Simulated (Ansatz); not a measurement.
# C2H2ClFO2: the cost of one run

Program: Ansatz 0.2.0. Level of theory: RKS PBE-D4/6-31G. These are calculated values, not measurements.

### 1 The structure to begin with

Bond lengths: O1–C2 1.213 Å, C2–O3 1.378 Å, O3–C4 1.357 Å, C4–F5 1.339 Å, C4–Cl6 1.841 Å, C2–H7 1.116 Å, C4–H8 1.094 Å. Angles: O1–C2–O3 129.5°, O1–C2–H7 119.7°, O3–C2–H7 110.8°, C2–O3–C4 109.1°, O3–C4–F5 110.8°, O3–C4–Cl6 105.7°, O3–C4–H8 117.2°, F5–C4–Cl6 105.3°, F5–C4–H8 111.2°, Cl6–C4–H8 105.7°.

Coordinates:

```xyz
8

O     1.5829    0.3163    0.9776
C     1.2545   -0.4903    0.1338
O     0.0321   -0.6722   -0.4768
C    -0.8086    0.3209   -0.0920
F    -0.6318    1.4127   -0.8470
Cl   -2.5023   -0.2771   -0.4942
H     1.9950   -1.2425   -0.2291
H    -0.8297    0.5752    0.9720
```

### 2 Relaxing end A

input.yaml

```yaml
crystal:
  periodic: [false, false, false]
  atoms:
    - { symbol: O, position_ang: [1.5829, 0.3163, 0.9776] }
    - { symbol: C, position_ang: [1.2545, -0.4903, 0.1338] }
    - { symbol: O, position_ang: [0.0321, -0.6722, -0.4768] }
    - { symbol: C, position_ang: [-0.8086, 0.3209, -0.092] }
    - { symbol: F, position_ang: [-0.6318, 1.4127, -0.847] }
    - { symbol: Cl, position_ang: [-2.5023, -0.2771, -0.4942] }
    - { symbol: H, position_ang: [1.995, -1.2425, -0.2291] }
    - { symbol: H, position_ang: [-0.8297, 0.5752, 0.972] }
basis:
  gaussian: { orbitals: "6-31G" }
hamiltonian:
  xc: pbe
  dispersion: d4
relax:
  f_tol: 0.02
  max_steps: 50
```

Started as:

```bash
$ ansatz run input.yaml --threads 1 --pin off --max-ram 2048MiB --backend cpu --events-out ev --progress --plain --runs-dir out
```

What time and memory should one allow on 1 thread of Arm Neoverse V1, shared host?

About 61 s, with a peak of 0.15 GiB.
